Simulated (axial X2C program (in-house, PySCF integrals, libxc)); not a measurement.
# SiB: bond curves with and without spin–orbit coupling

Aim: find the lowest determinant of SiB, scan the bond at several levels and fit the constants, once spin-free and once with spin–orbit coupling.

Program: an in-house X2C program for linear molecules on PySCF integrals. Level of theory: all-electron X2C, Si dyall-v3z, B dyall-v3z. These are calculated values, not measurements.

## Step 1: The job

task.json reads:

```json
{
 "zs": [
  14,
  5
 ],
 "q": 0,
 "bas": [
  "dyall-v3z",
  "dyall-v3z"
 ],
 "levels": [
  "PBE0",
  "HF",
  "PBE50"
 ],
 "cc": true,
 "r0": 2.01,
 "thr": -2.0,
 "nmax": 90,
 "npts": 10,
 "nst": 2,
 "ntry": 6
}
```

Keys: zs atomic numbers; q charge; bas basis sets; levels methods (HF also brings MP2); cc coupled cluster on or off; r0 starting distance in Å; thr threshold in hartree for freezing inner shells (an s shell follows its p shell); nmax most natural virtual spinors; npts points asked for on the curve; nst determinants followed; ntry starts of the search.

Started as:

```
$ python so2c.py task.json out
```

Spin-free means the one-electron spin-free X2C Hamiltonian; two-component (2c) means X2C with spin–orbit coupling and atomic mean-field two-electron Coulomb and Gaunt terms. Basis: Si dyall-v3z contracted to [8s7p2d1f], B dyall-v3z contracted to [7s6p2d1f]; Gaussian nuclei, density fitting. Masses: Si 27.977 u, B 11.009 u.

Notation: σ, π±, δ± give the projection m of an orbital's angular momentum (0, ±1, ±2), α and β its spin, Λ and M_S the sums; ω is the projection of a spinor's total angular momentum and Ω the sum. Logs are in hartree.

The results follow Hamiltonian by Hamiltonian and level by level.

## Step 2: Search for the lowest determinant

PBE0 moves the distance from 2.010 Å to 1.913 Å and compares determinants there.

Spin-free determinants:

```
ΔE (eV)             state                                  open shells
   0.00  M_S = 3/2, Λ = 0           beyond closed shells: σα, π+α, π-α
   0.32  M_S = 1/2, Λ = 0           beyond closed shells: σβ, π+α, π-α
   0.88  M_S = 1/2, Λ = 2           beyond closed shells: σα, π+α, π+β
   0.88  M_S = 1/2, Λ = 0           beyond closed shells: σα, π+β, π-α
   1.24  M_S = 1/2, Λ = 1          beyond closed shells: π+α, π+β, π-α
   1.98  M_S = 1/2, Λ = 1                    beyond closed shells: π+α
   2.76  M_S = 3/2, Λ = 1  beyond closed shells: 2 × σα, π+α, π+β, π-α
```

Two-component determinants:

| ΔE (eV) | state | open shells |
| --- | --- | --- |
| 0.00 | Ω = 3/2 | excess of +ω over −ω: ω = 3/2 |
| 0.32 | Ω = 1/2 | excess of +ω over −ω: 2 × ω = -1/2, ω = 3/2 |
| 0.87 | Ω = 1/2 | excess of +ω over −ω: ω = 1/2 |
| 0.88 | Ω = 5/2 | excess of +ω over −ω: 2 × ω = 1/2, ω = 3/2 |
| 0.89 | Ω = 1/2 | excess of +ω over −ω: ω = 1/2 |
| 3.03 | Ω = 5/2 | excess of +ω over −ω: ω = -1/2, 2 × ω = 3/2 |
| 3.27 | Ω = 7/2 | excess of +ω over −ω: ω = 1/2, 2 × ω = 3/2 |

## Step 3: PBE0, spin-free

State followed: M_S = 3/2, Λ = 0 (beyond closed shells: σα, π+α, π-α). The scan is laid around 1.913 Å, a first estimate of the minimum, and this SCF restarts from the orbitals of the search.

The SCF at the reference distance of 1.913 Å:

```text
spin-free X2C-1e  PBE0
basis functions 88  fitting functions 564  grid points 4357
iter        total energy     max residual
   1       -314.624075594     1.64e-05
   2       -314.624075597     4.91e-06
converged
one-electron -472.78101385  Coulomb 163.52305908  exact exchange -6.04541537  xc functional -18.68422077  nuclear repulsion 19.36351530
```

Along the bond, energies from the lowest point:

```tsv
R (Å)	E (eV)	μ (D)	HOMO (eV)	LUMO (eV)	iterations
1.664	0.7576	-0.27	-6.62	-3.60	23
1.741	0.3156	-0.35	-6.66	-3.49	20
1.798	0.1247	-0.40	-6.69	-3.41	18
1.856	0.0263	-0.45	-6.71	-3.34	17
1.913	0.0000	-0.50	-6.73	-3.27	2
1.980	0.0383	-0.54	-6.69	-3.20	17
2.047	0.1305	-0.57	-6.56	-3.14	15
2.133	0.3020	-0.59	-6.41	-3.06	17
2.238	0.5577	-0.56	-6.25	-2.98	17
2.391	0.9625	-0.43	-6.05	-3.05	18
```

Dipoles are positive if B is the positive end.

Outer orbitals at the reference distance:

```json
{"symmetry": "σα", "occupied": "yes", "ε (eV)": "-15.48", "atomic character": "43% Si s, 35% B s, 11% B p"}
{"symmetry": "σβ", "occupied": "yes", "ε (eV)": "-13.30", "atomic character": "47% Si s, 31% B s, 13% B p"}
{"symmetry": "σα", "occupied": "yes", "ε (eV)": "-10.04", "atomic character": "30% B s, 24% Si p, 23% Si s"}
{"symmetry": "σβ", "occupied": "yes", "ε (eV)": "-8.05", "atomic character": "43% Si p, 25% Si s, 22% B s"}
{"symmetry": "π+α", "occupied": "yes", "ε (eV)": "-6.83", "atomic character": "50% Si p, 45% B p, 2% B d"}
{"symmetry": "π-α", "occupied": "yes", "ε (eV)": "-6.83", "atomic character": "50% Si p, 45% B p, 2% B d"}
{"symmetry": "σα", "occupied": "yes", "ε (eV)": "-6.73", "atomic character": "49% B p, 32% Si p, 10% Si s"}
{"symmetry": "π+β", "occupied": "no", "ε (eV)": "-3.27", "atomic character": "58% Si p, 38% B p, 3% B d"}
{"symmetry": "π-β", "occupied": "no", "ε (eV)": "-3.27", "atomic character": "58% Si p, 38% B p, 3% B d"}
{"symmetry": "σβ", "occupied": "no", "ε (eV)": "-2.51", "atomic character": "53% B p, 22% B s, 17% Si p"}
{"symmetry": "π-α", "occupied": "no", "ε (eV)": "-1.70", "atomic character": "41% B p, 41% Si p, 11% Si d"}
```

PBE0 fields in the half plane through the axis: z from -2.4 to 4.2 Å across, distance from the axis 0.15 to 2.25 Å upwards; Si lies at z = 0 and B at z = 1.913 Å; the ELF is damped to zero where the density is low.

log10 density (e/bohr³). Ten even steps from ' ' (-4.55 ) to '@' (1.07 ):
```
    ....::::::::::::::::::::::::::......      
  ....::::----------------------::::::......  
....::::----============------------::::::..  
..::::----========================------::....
::::----====++++++++++++++++++++======----::..
::----====++++++++++++++++++++++++++====--::::
::----==++++****##****************++++==--::::
::--====++++**%%@@%%********%%%%**++++==----::
```

ELF. Ten even steps from ' ' (0.00 ) to '@' (0.98 ):
```
        ..::::::::::::..........              
      ::==++++++++==--------::::::::..        
    --++########**++++==++++====++++==--..    
  ::**%%%%@@@@%%##**************######**==..  
..++%%@@@@@@@@%%##****##########%%@@@@%%##==  
--##@@@@@@@@%%--..::**%%%%%%####@@@@@@@@%%**::
==%%@@@@@@@@::..++..::%%@@**  ..%%@@@@@@@@##--
++%%@@@@@@%%  %%++%%  %%@@..@@%%==@@@@@@@@%%==
```

Re = 1.909 Å, ωe = 766 cm⁻¹, ωexe = 5.59 cm⁻¹, Be = 0.5855 cm⁻¹, De = 3.52 eV, μ = -0.50 D.

## Step 4: HF, spin-free

The SCF at the reference distance of 1.913 Å:

```text
spin-free X2C-1e  HF
basis functions 88  fitting functions 564  grid points 4357
iter        total energy     max residual
   1       -314.076100934     1.14e-01
   2       -314.086913395     8.40e-03
   3       -314.088147530     8.11e-03
   4       -314.088552301     5.14e-03
   5       -314.088715635     1.90e-03
   6       -314.088786330     1.53e-03
   7       -314.088810593     1.04e-03
   8       -314.088816724     2.61e-04
   9       -314.088818319     1.57e-04
  10       -314.088818737     1.23e-04
  11       -314.088818822     2.47e-05
  12       -314.088818837     1.05e-05
  13       -314.088818840     9.50e-06
  14       -314.088818840     1.99e-06
converged
one-electron -472.56133816  Coulomb 163.32976777  exact exchange -24.22076375  xc functional 0.00000000  nuclear repulsion 19.36351530
```

Re = 1.868 Å, ωe = 861 cm⁻¹, ωexe = 8.42 cm⁻¹, Be = 0.6115 cm⁻¹, De = 2.36 eV, μ = -0.07 D.

## Step 5: PBE50, spin-free

The SCF at the reference distance of 1.913 Å:

```text
spin-free X2C-1e  PBE50
basis functions 88  fitting functions 564  grid points 4357
iter        total energy     max residual
   1       -314.649639610     3.96e-02
   2       -314.651028955     1.89e-03
   3       -314.651078105     2.38e-03
   4       -314.651109271     7.82e-04
   5       -314.651112492     1.92e-04
   6       -314.651113838     2.29e-04
   7       -314.651113991     6.69e-05
   8       -314.651114012     9.39e-06
   9       -314.651114013     4.96e-06
converged
one-electron -472.78181784  Coulomb 163.53617278  exact exchange -12.10034738  xc functional -12.66863688  nuclear repulsion 19.36351530
```

Re = 1.888 Å, ωe = 805 cm⁻¹, ωexe = 6.09 cm⁻¹, Be = 0.5987 cm⁻¹, De = 3.35 eV, μ = -0.35 D.

## Step 6: Correlated methods, spin-free

Correlated methods: 7 electrons correlated (frozen shells, counted by type: Si 2 s, 1 p; B 1 s), 147 virtual spinors in MP2, 90 natural virtuals in coupled cluster.

Output of the correlated part at 1.913 Å:

```text
correlated 7  virtual 147  natural virtual 90  E(MP2) -0.134771299  MP2 remainder -0.001774642
iter   CCSD correlation   residual
   1     -0.150918957   1.25e-01
   2     -0.158794664   5.59e-02
   3     -0.159997110   2.48e-02
   4     -0.160716463   1.54e-02
   5     -0.161041337   7.34e-03
   6     -0.161070347   2.54e-03
   7     -0.161112582   9.24e-04
   8     -0.161110503   3.35e-04
   9     -0.161110639   1.23e-04
  10     -0.161111159   3.44e-05
  11     -0.161111682   1.24e-05
  12     -0.161111784   5.30e-06
  13     -0.161111837   2.54e-06
  14     -0.161111841   1.21e-06
(T) -0.010030983  T1 0.0518  D1 0.1209  max T2 0.090
```

T1 in the output is the amplitude norm over the root of the electron number; divide by √2 for the Lee–Taylor value.

MP2: Re = 1.910 Å, ωe = 760 cm⁻¹, Be = 0.5852 cm⁻¹, De = 3.22 eV.

CCSD: Re = 1.913 Å, ωe = 749 cm⁻¹, ωexe = 6.45 cm⁻¹, Be = 0.5833 cm⁻¹, De = 2.95 eV. T1 at Re = 0.037 (Lee–Taylor, the printed value over √2).

CCSD(T): Re = 1.926 Å, ωe = 726 cm⁻¹, ωexe = 5.13 cm⁻¹, Be = 0.5749 cm⁻¹, De = 3.12 eV. T1 at Re = 0.037 (Lee–Taylor, the printed value over √2).

## Step 7: A higher determinant, spin-free

State: M_S = 1/2, Λ = 0 (beyond closed shells: σβ, π+α, π-α).

Output at the reference distance:

```text
spin-free X2C-1e  PBE0
basis functions 88  fitting functions 564  grid points 4357
iter        total energy     max residual
   1       -314.612412654     3.86e-05
   2       -314.612412671     2.23e-05
   3       -314.612412675     2.00e-05
converged
one-electron -472.73222658  Coulomb 163.47410825  exact exchange -6.04164754  xc functional -18.67616210  nuclear repulsion 19.36351530
```

```tsv
R (Å)	E above the lowest PBE0 point (eV)
1.664	1.141
1.741	0.678
1.798	0.472
1.856	0.358
1.913	0.317
1.980	0.340
2.047	0.419
2.133	0.578
2.238	0.824
```

Re = 1.924 Å, ωe = 748 cm⁻¹, ωexe = 4.97 cm⁻¹, Be = 0.5767 cm⁻¹, μ = -0.59 D. ⟨S²⟩ = 1.77 against 0.75 for a pure state, so this determinant mixes spins. Te = 0.32 eV.

## Step 8: The spin-free curves together

Energy (eV) of the followed determinant, spin-free, from each level's lowest point:

```tsv
R (Å)	PBE0	HF	MP2	CCSD	CCSD(T)	PBE50
1.664	0.758	0.616	0.755	n/a	n/a	0.669
1.741	0.316	0.211	0.314	0.323	0.359	0.252
1.798	0.125	0.057	0.124	0.130	0.155	0.082
1.856	0.026	0.000	0.026	0.029	0.042	0.005
1.913	0.000	0.018	0.000	0.000	0.000	0.000
1.980	0.038	0.110	0.038	0.033	0.019	0.063
2.047	0.130	0.250	0.133	0.117	0.090	0.179
2.133	0.302	0.466	0.320	0.276	0.237	0.378
2.238	0.558	0.736	0.620	n/a	n/a	0.660
2.391	0.963	1.092	1.106	n/a	n/a	1.091
```

## Step 9: PBE0, 2c

State followed: Ω = 3/2 (excess of +ω over −ω: ω = 3/2). The scan is laid around 1.913 Å, a first estimate of the minimum, and this SCF restarts from the orbitals of the search.

The SCF at the reference distance of 1.913 Å:

```text
two-component X2C + atomic mean field  PBE0
basis functions 88  fitting functions 564  grid points 4357
iter        total energy     max residual
   1       -314.586420158     1.95e-05
   2       -314.586420163     1.33e-05
converged
one-electron -472.68054268  Coulomb 163.49372855  exact exchange -6.04439213  xc functional -18.68103047  nuclear repulsion 19.36351530  atomic mean-field constant -0.03769873
```

Along the bond, energies from the lowest point:

```tsv
R (Å)	E (eV)	μ (D)	HOMO (eV)	LUMO (eV)	iterations
1.664	0.7587	-0.27	-6.62	-3.61	23
1.741	0.3163	-0.35	-6.66	-3.49	20
1.798	0.1251	-0.40	-6.69	-3.41	19
1.856	0.0265	-0.46	-6.71	-3.34	17
1.913	0.0000	-0.50	-6.72	-3.28	2
1.980	0.0381	-0.54	-6.68	-3.21	18
2.047	0.1301	-0.57	-6.56	-3.15	16
2.133	0.3014	-0.59	-6.41	-3.07	17
2.238	0.5570	-0.56	-6.25	-2.99	17
2.391	0.9616	-0.43	-6.05	-3.04	18
```

Dipoles are positive if B is the positive end.

Outer spinors at the reference distance:

| ω | occupied | ε (eV) | atomic character | λ mixture |
| --- | --- | --- | --- | --- |
| 1/2 | yes | -15.48 | 43% Si s, 35% B s, 11% B p | 100% σ |
| -1/2 | yes | -13.31 | 47% Si s, 31% B s, 13% B p | 100% σ |
| 1/2 | yes | -10.04 | 30% B s, 24% Si p, 23% Si s | 100% σ |
| -1/2 | yes | -8.05 | 43% Si p, 25% Si s, 22% B s | 100% σ |
| -1/2 | yes | -6.84 | 50% Si p, 45% B p, 2% B d | 100% π |
| 3/2 | yes | -6.83 | 49% Si p, 45% B p, 2% B d | 100% π |
| 1/2 | yes | -6.72 | 49% B p, 32% Si p, 10% Si s | 100% σ |
| 1/2 | no | -3.28 | 58% Si p, 38% B p, 3% B d | 100% π |
| -3/2 | no | -3.27 | 58% Si p, 38% B p, 3% B d | 100% π |
| -1/2 | no | -2.51 | 53% B p, 22% B s, 17% Si p | 100% σ |
| -1/2 | no | -1.70 | 42% B p, 40% Si p, 11% Si d | 100% π |

PBE0 fields in the half plane through the axis: z from -2.4 to 4.2 Å across, distance from the axis 0.15 to 2.25 Å upwards; Si lies at z = 0 and B at z = 1.913 Å; the ELF is damped to zero where the density is low.

log10 density (e/bohr³). Ten even steps from '0' (-4.55 ) to '9' (1.07 ):
```
00112222222222222111000
01122333333333332221110
11223344444433333322210
12233444444444444333211
22334455555555554443321
23344555555555555544322
23345566766666666554322
23445568986666886554332
```

ELF. Ten even steps from '0' (0.00 ) to '9' (0.98 ):
```
00001222222111110000000
00024555543333222210000
00357777655455445543100
02688998766666667776410
15899998766777778998740
37999983126888779999862
48999921512896018999973
58999808580891984999984
```

Re = 1.909 Å, ωe = 766 cm⁻¹, ωexe = 5.59 cm⁻¹, Be = 0.5854 cm⁻¹, De = 3.51 eV, μ = -0.50 D.

## Step 10: HF, 2c

Output at 1.913 Å:

```text
two-component X2C + atomic mean field  HF
basis functions 88  fitting functions 564  grid points 4357
iter        total energy     max residual
   1       -314.038566064     1.14e-01
   2       -314.049376138     8.40e-03
   3       -314.050610742     8.12e-03
   4       -314.051015820     5.14e-03
   5       -314.051179338     1.90e-03
   6       -314.051250089     1.53e-03
   7       -314.051274365     1.04e-03
   8       -314.051280502     2.63e-04
   9       -314.051282103     1.57e-04
  10       -314.051282526     1.24e-04
  11       -314.051282614     2.49e-05
  12       -314.051282633     1.22e-05
  13       -314.051282638     1.30e-05
  14       -314.051282640     6.91e-06
  15       -314.051282643     6.49e-06
  16       -314.051282646     1.39e-05
  17       -314.051282649     1.21e-05
  18       -314.051282650     4.43e-06
  19       -314.051282651     1.61e-06
converged
one-electron -472.46105933  Coulomb 163.30063677  exact exchange -24.21667666  xc functional 0.00000000  nuclear repulsion 19.36351530  atomic mean-field constant -0.03769873
```

No constants are quoted: the solution changes its character somewhere along the scan, so the fit is set aside.

## Step 11: PBE50, 2c

The SCF at the reference distance of 1.913 Å:

```text
two-component X2C + atomic mean field  PBE50
basis functions 88  fitting functions 564  grid points 4357
iter        total energy     max residual
   1       -314.612027283     3.96e-02
   2       -314.613416277     1.90e-03
   3       -314.613465423     2.40e-03
   4       -314.613496875     7.81e-04
   5       -314.613500106     1.92e-04
   6       -314.613501456     2.29e-04
   7       -314.613501610     6.71e-05
   8       -314.613501631     9.46e-06
   9       -314.613501632     4.98e-06
converged
one-electron -472.68150244  Coulomb 163.50699935  exact exchange -12.09830117  xc functional -12.66651393  nuclear repulsion 19.36351530  atomic mean-field constant -0.03769873
```

Re = 1.888 Å, ωe = 805 cm⁻¹, ωexe = 6.09 cm⁻¹, Be = 0.5986 cm⁻¹, De = 3.35 eV, μ = -0.35 D.

## Step 12: Correlated methods, 2c

Correlated methods: 7 electrons correlated (frozen shells, counted by type: Si 2 s, 1 p; B 1 s), 147 virtual spinors in MP2, 90 natural virtuals in coupled cluster.

Output of the correlated part at 1.913 Å:

```text
correlated 7  virtual 147  natural virtual 90  E(MP2) -0.134762222  MP2 remainder -0.001773997
iter   CCSD correlation   residual
   1     -0.150910304   1.25e-01
   2     -0.158785342   5.59e-02
   3     -0.159987569   2.48e-02
   4     -0.160707010   1.54e-02
   5     -0.161031830   7.34e-03
   6     -0.161060863   2.54e-03
   7     -0.161103083   9.25e-04
   8     -0.161100998   3.39e-04
   9     -0.161101124   1.31e-04
  10     -0.161101621   4.95e-05
  11     -0.161102259   3.19e-05
  12     -0.161102401   2.43e-05
  13     -0.161102454   1.70e-05
  14     -0.161102312   9.17e-06
  15     -0.161102317   4.61e-06
(T) -0.010029263  T1 0.0518  D1 0.1209  max T2 0.090
```

MP2: No constants are quoted: the reference changes its character somewhere along the scan, so the fit is set aside.

CCSD: No constants are quoted: the reference changes its character somewhere along the scan, so the fit is set aside.

CCSD(T): No constants are quoted: the reference changes its character somewhere along the scan, so the fit is set aside.

## Step 13: A higher determinant, 2c

State: Ω = 1/2 (excess of +ω over −ω: 2 × ω = -1/2, ω = 3/2).

Output at the reference distance:

```text
two-component X2C + atomic mean field  PBE0
basis functions 88  fitting functions 564  grid points 4357
iter        total energy     max residual
   1       -314.574755177     9.50e-06
   2       -314.574755178     7.85e-06
converged
one-electron -472.63166137  Coulomb 163.44467197  exact exchange -6.04062164  xc functional -18.67296071  nuclear repulsion 19.36351530  atomic mean-field constant -0.03769873
```

```tsv
R (Å)	E above the lowest PBE0 point (eV)
1.664	1.142
1.741	0.679
1.798	0.472
1.856	0.358
1.913	0.317
1.980	0.340
2.047	0.419
2.133	0.577
2.238	0.824
```

Re = 1.924 Å, ωe = 748 cm⁻¹, ωexe = 4.97 cm⁻¹, Be = 0.5766 cm⁻¹, μ = -0.60 D. Te = 0.32 eV.

## Step 14: The 2c curves together

Energy (eV) of the followed determinant, 2c, from each level's lowest point:

```tsv
R (Å)	PBE0	HF (jumps)	MP2 (its reference jumps)	CCSD (its reference jumps)	CCSD(T) (its reference jumps)	PBE50
1.664	0.759	0.616	0.756	n/a	n/a	0.670
1.741	0.316	0.212	0.315	0.324	0.360	0.253
1.798	0.125	0.057	0.124	0.130	0.155	0.082
1.856	0.027	0.000	0.026	0.030	0.042	0.005
1.913	0.000	0.018	0.000	0.000	0.000	0.000
1.980	0.038	0.109	0.038	0.033	0.019	0.063
2.047	0.130	0.249	0.132	0.117	0.090	0.179
2.133	0.301	0.465	0.321	0.275	0.237	0.377
2.238	0.557	0.729	0.812	n/a	n/a	0.659
2.391	0.962	1.082	1.276	n/a	n/a	1.090
```

Time for the job: 48 s (1 thread of Arm Neoverse V2, shared host); peak memory 0.42 GiB.

## Step 15: Results

Lowest determinant that the search found at its distance, spin-free: M_S = 3/2, Λ = 0 (beyond closed shells: σα, π+α, π-α).

Lowest determinant that the search found at its distance, 2c: Ω = 3/2 (excess of +ω over −ω: ω = 3/2).

| Hamiltonian | level | Re (Å) | ωe (cm⁻¹) | De (eV) | μ (D) |
| --- | --- | --- | --- | --- | --- |
| spin-free | PBE0 | 1.909 | 766 | 3.52 | -0.50 |
| spin-free | HF | 1.868 | 861 | 2.36 | -0.07 |
| spin-free | MP2 | 1.910 | 760 | 3.22 | n/a |
| spin-free | CCSD | 1.913 | 749 | 2.95 | n/a |
| spin-free | CCSD(T) | 1.926 | 726 | 3.12 | n/a |
| spin-free | PBE50 | 1.888 | 805 | 3.35 | -0.35 |
| 2c | PBE0 | 1.909 | 766 | 3.51 | -0.50 |
| 2c | PBE50 | 1.888 | 805 | 3.35 | -0.35 |

Dipoles are positive if B is the positive end. No constants: 2c HF (the solution changes its character somewhere along the scan, so the fit is set aside); 2c MP2 (the reference changes its character somewhere along the scan, so the fit is set aside); 2c CCSD (the reference changes its character somewhere along the scan, so the fit is set aside); 2c CCSD(T) (the reference changes its character somewhere along the scan, so the fit is set aside).

Time per point (s) on 1 thread of Arm Neoverse V2, shared host (2c runs); the times are rough: PBE0 0.23, PBE50 0.24.

**Reading.** At PBE0, going from spin-free to two-component changes Re by 0 mÅ, ωe by 0.0 %; the spin-free picture holds up (part of it comes from the scalar share of the two-electron terms). De moves by 0.00 eV; both De rest on single-determinant atoms, which can miss part of an open shell's spin–orbit lowering.

De refers to Si + B, each in the lowest determinant found, which need not be this curve's own limit. The state is a single determinant with fixed occupations, the lowest that a limited PBE0 search found. De is counted from the lowest determinant-based energies of the atoms at the same level, without counterpoise correction. Density functionals use the spin component along the axis (collinear). CCSD and (T) use frozen natural virtuals with an MP2 correction for the truncation. With several unpaired electrons one determinant need not be a pure state. T1 at Re is 0.037 (Lee–Taylor), above the customary mark of 0.02.
